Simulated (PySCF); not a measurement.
Several orderings of computed values.

All species are isolated and taken at one optimised geometry, non-relativistic unless stated; the electronic structure was computed with PySCF and density fitting.

Dipoles, sizes and rotational constants follow the conformer. The torsions of the flexible species, by atom-mapped SMILES:
- `[CH:1]#[C:2][c:3]1[n:4][n:5]([CH2:6][CH3:7])[n:8][c:9]1[C:10]#[CH:11]`: N4–N5–C6–C7 -89°
- `[CH3:1][CH2:2][CH2:3][Si@@H:4]([F:5])[SiH2:6][PH2:7]`: C1–C2–C3–Si4 61°, C2–C3–Si4–F5 156°, C3–Si4–Si6–P7 -155°, H–P7–Si6–Si4 -49°, H–P7–Si6–Si4 44°
- `[CH3:1][C:2](=[O:3])[C@@H:4]([CH3:5])[CH2:6][SiH:7]([F:8])[F:9]`: C1–C2–C4–C5 37°, C2–C4–C6–Si7 44°, C4–C6–Si7–F8 142°
- `[CH:1]#[C:2][C@H:3]([CH3:4])[c:5]1[cH:6][cH:7][cH:8][n:9]1[CH3:10]`: C2–C3–C5–C6 109°
- `[CH2:1]=[CH:2][O:3][CH2:4]/[C:5]([SiH3:6])=[CH:7]/[SiH3:8]`: C1–C2–O3–C4 3°, C2–O3–C4–C5 170°, O3–C4–C5–Si6 -23°
- `[CH2:1]=[CH:2][C:3]1=[C:4]([CH3:5])[C:6]([CH3:7])=[CH:8][P@@H+:9]1[CH3:10]`: C1–C2–C3–C4 -170°
- `[CH3:1][CH2:2][O:3][C@@H:4]([CH3:5])[S@:6](=[O:7])[O-:8]`: C1–C2–O3–C4 165°, C2–O3–C4–C5 175°, O3–C4–S6–O7 -166°
- `[CH:1](=[C:2]1[CH2:3][CH2:4][CH2:5]1)[n:6]1[cH:7][cH:8][cH:9][cH:10]1`: C2–C1–N6–C7 0°

The conformers of `CCOP(=O)(OC)OCC`, `c1ccc2c(c1)CCCN2`, `C1C[Si@H](C2CC2)O[SiH2]1` and `C1=C[P@@H+](C2=CCCC2)CC1` aren't listed.

Problem. Rank by dipole moment, highest first (PBE0/pcSseg-1 at GFN2-xTB geometries).
A. `CCC[Si@@H](F)[SiH2]P`
B. `C#C[C@H](C)c1cccn1C`
C. `C#Cc1nn(CC)nc1C#C`
D. `CC(=O)[C@H](C[SiH](F)F)C`

Solution. D (5.71 D), A (2.24 D), B (1.90 D), C (1.11 D).

Problem. Give the two extremes of that set in atomic units.

Solution. `C#Cc1nn(CC)nc1C#C`: 0.44 au; `CC(=O)[C@@H](C)C[SiH](F)F`: 2.25 au.

Problem. Rank by smallest rotational constant, highest first (GFN2-xTB).
A. `C#CC1=NN(CC)N=C1C#C`
B. `CCO[C@@H](C)[S@](=O)[O-]`
C. `C=CC1=C(C)C(C)=C[P@@H+]1C`
D. `C#CC=O`
E. `CC(=O)[C@@H](C)C[SiH](F)F`
F. `C(=C/[SiH3])(/[SiH3])COC=C`

Solution. D (4.561 GHz), B (0.886 GHz), E (0.741 GHz), C (0.665 GHz), A (0.590 GHz), F (0.535 GHz).

Problem. By how much do the two ends of that ranking differ?

Solution. By 4.026 GHz, between `C#CC=O` and `C=COC/C([SiH3])=C/[SiH3]`.

Problem. Rank by HOMO energy, highest first (PBE0/pcSseg-1 at GFN2-xTB geometries).
A. `COP(OCC)(OCC)=O`
B. `C=CC1=C(C)C(C)=C[P@@H+]1C`
C. `C(=C1CCC1)n1cccc1`
D. `C#C[C@H](C)c1cccn1C`

Solution. D (-5.91 eV), C (-6.08 eV), A (-8.37 eV), B (-10.58 eV).

Problem. Rank by HOMO–LUMO gap, highest first (PBE0/pcSseg-1 at GFN2-xTB geometries).
A. `C1=C[P@@H+](C2=CCCC2)CC1`
B. `CCC[Si@@H](F)[SiH2]P`
C. `C=CC1=C(C)C(C)=C[P@@H+]1C`
D. `c1ccc2c(c1)CCCN2`
E. `CC(=O)[C@@H](C)C[SiH](F)F`
F. `C#Cc1nn(CC)nc1C#C`
G. `C1C[Si@H](C2CC2)O[SiH2]1`

Solution. G (8.45 eV), E (7.01 eV), B (6.60 eV), A (6.41 eV), F (6.10 eV), D (5.61 eV), C (4.14 eV).
